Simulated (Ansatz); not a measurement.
Geometry optimisation, RKS PBE0/def2-SVP in Ansatz 0.2.0.

The input (input.yaml):

```yaml
crystal:
  periodic: [false, false, false]
  atoms:
    - { symbol: Al, position_ang: [0.0, 0.0, 0.0] }
    - { symbol: O, position_ang: [1.2704, 0.0, 1.5187] }
    - { symbol: Si, position_ang: [-0.0443, -0.4067, 2.4823] }
    - { symbol: H, position_ang: [-0.9686, -1.2403, 1.7191] }
    - { symbol: H, position_ang: [0.4198, -1.1432, 3.6544] }
    - { symbol: H, position_ang: [-0.7283, 0.8095, 2.912] }
    - { symbol: H, position_ang: [1.7458, 0.0, 0.2228] }
    - { symbol: H, position_ang: [-1.351, 0.0, -0.78] }
basis:
  gaussian: { orbitals: def2-SVP }
hamiltonian:
  xc: pbe0
relax:
  f_tol: 0.15
  max_steps: 25
  restrain:
    - { distance: [1, 6], at: 1.01, k: 30.0 }
    - { distance: [0, 1], at: 2.98, k: 30.0 }
    - { distance: [0, 6], at: 2.76, k: 30.0 }
```

Command:

```bash
$ ansatz run input.yaml --threads 1 --pin off --max-ram 2048MiB --backend cpu --events-out ev --progress --plain --runs-dir out
```

Q: Where does it end, and by what steps?

A: It converged. The restraints hold the end off the free minimum. After 18 steps the energy has fallen by 2.173 eV (the restraints' own energy left out); H8 moved furthest, 1.30 Å. Parted: Al1–O2 (1.98 → 2.97 Å), Al1–Si3 (2.52 → 3.27 Å). Joined: O2–H7 (1.38 → 0.98 Å).

| step | energy less start (eV) | largest force component (eV/Å) | accepted |
| --- | --- | --- | --- |
| 0 | 0.0000 | 3.414 | yes |
| 1 | 0.9781 | 6.351 | yes |
| 2 | 1.5342 | 8.207 | yes |
| 3 | 0.3964 | 8.064 | yes |
| 4 | -0.9877 | 3.324 | yes |
| 5 | -1.7012 | 1.301 | yes |
| 6 | -1.8031 | 0.890 | yes |
| 7 | -1.8750 | 1.329 | yes |
| 8 | -1.8843 | 1.573 | yes |
| 9 | -1.8905 | 1.568 | yes |
| 10 | -1.9716 | 1.176 | yes |
| 11 | -1.9940 | 0.985 | yes |
| 12 | -2.0264 | 0.725 | yes |
| 13 | -2.0738 | 0.540 | yes |
| 14 | -2.1065 | 0.543 | yes |
| 15 | -2.1318 | 0.717 | yes |
| 16 | -2.1515 | 0.779 | yes |
| 17 | -2.1681 | 0.680 | yes |
| 18 | -2.1731 | 0.750 | yes |

```xyz
8
Properties=species:S:1:pos:R:3
Al -0.612 0.259 -0.660
O 1.383 -0.441 1.428
Si 0.092 -0.259 2.486
H -1.164 -0.027 1.669
H -0.028 -1.536 3.235
H 0.249 0.935 3.377
H 1.632 0.383 0.952
H -1.209 -1.295 -0.757
```

The run took 51 s on 1 thread of Arm Neoverse V1 (shared host), peak memory 0.16 GiB.
